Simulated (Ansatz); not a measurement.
A nudged elastic band was laid between two geometries of AlH3O + CH4 (10 atoms, charge 0, multiplicity 1).

Method: RKS B3LYP-D4/def2-SVP in Ansatz.

| Item | Value |
| --- | --- |
| movable images | 5 |
| climbing image | yes |
| spring | 5.0 eV/Å² |
| optimiser | quadratic models (default) |
| start path | through a guess of the saddle point |
| force threshold | 0.05 eV/Å |
| iteration limit | 60 |
| end points | relaxed |

Image 0:

```xyz
10
Properties=species:S:1:pos:R:3
Al -0.719 0.810 -1.081
O 0.864 1.398 -1.370
H -1.271 -0.426 -1.905
H -1.575 1.655 -0.064
H 0.898 -0.243 0.675
C 0.240 -0.886 1.279
H 1.498 1.019 -1.986
H 0.766 -1.827 1.494
H -0.010 -0.369 2.216
H -0.691 -1.131 0.742
```

Image 6:

```xyz
10
Properties=species:S:1:pos:R:3
Al -0.784 0.288 -0.459
O 1.068 1.083 -0.848
H -0.938 -0.393 -1.904
H -1.658 1.586 -0.150
H 1.738 0.879 -0.178
C -0.276 -0.872 1.065
H 1.422 0.797 -1.704
H 0.459 -1.654 0.800
H 0.132 -0.307 1.925
H -1.163 -1.405 1.453
```

(1) Which bonds break or form, and what moves?

(2) What energy profile does the band end with?

(3) What is the geometry of the highest image?

(4) What are the harmonic wavenumbers there?

Results:

(1) Bonds broken: H5–C6. Bonds formed: Al1–C6, O2–H5. AlH3O + CH4 becomes CH7AlO.

(2) The forces met the threshold. The highest image is number 3 of 0 to 6, 1.42 eV above the first end and 0.72 eV above the last; the last end lies 0.70 eV above the first. A vibrational analysis at the climbing image gives one clearly imaginary mode, 1296i cm⁻¹: a first-order saddle point. The orbitals stay closed-shell, which can raise the energy where a bond breaks towards radicals; this wasn't checked here.

```
image  path coordinate (Å)  energy (eV)  H5–C6 (Å)  Al1–C6 (Å)  O2–H5 (Å)
    0                 0.00         0.00       1.10        3.06       2.62
    1                 0.59         0.04       1.10        2.81       2.25
    2                 1.18         0.42       1.13        2.45       1.78
    3                 1.77         1.42       1.48        2.14       1.20
    4                 2.36         0.94       2.02        2.01       0.99
    5                 2.95         0.73       2.59        1.99       0.97
    6                 3.55         0.70       2.94        1.98       0.97
```

(3) 
```xyz
10
Properties=species:S:1:pos:R:3
Al -0.777 0.495 -0.620
O 1.036 1.018 -0.788
H -1.221 -0.429 -1.831
H -1.698 1.612 0.014
H 0.888 0.168 0.048
C 0.080 -0.686 0.949
H 1.589 0.752 -1.537
H 0.849 -1.478 0.909
H 0.128 -0.197 1.934
H -0.874 -1.255 0.922
```

(4) 1296i, 75, 366, 379, 427, 472, 511, 580, 615, 688, 751, 783, 796, 1245, 1291, 1434, 1454, 1885, 1926, 1953, 2991, 3068, 3129, 3830 cm⁻¹.

Run time: 73 s on 2 threads of Intel(R) Xeon(R) Platinum 8375C CPU @ 2.90GHz (Ice Lake), with other jobs on the host, peak memory 0.18 GiB.
